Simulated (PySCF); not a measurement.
# P: electron affinity

P⁻ [Ne] 3s2 3p4 (3P) → P [Ne] 3s2 3p3 (4S), as a difference of total energies. Computed with PySCF 2.14 in aug-cc-pV(D+d)Z, with no relativity, point nucleus. Correlated levels: valence: [Ne] frozen. The calculations carry no spin-orbit coupling.

Problem. Order these methods by the electron affinity they give, lowest first.
A. SCS-MP2 (valence)
B. MP2 (valence)
C. UHF
D. CCSDT (valence)

Solution. C (-0.363 eV), B (0.265 eV), A (0.300 eV), D (0.368 eV).

A first-order spin-orbit estimate (lowest level to lowest level, LS coupling) adds 0.012 eV.

Errors of the correlated levels include the incompleteness of this basis and the frozen core.

A negative affinity means that the anion lies above the atom at that level of theory.

For comparison: 0.747 eV (measured; photodetachment measurements, as compiled on the Wikipedia data page of electron affinities).
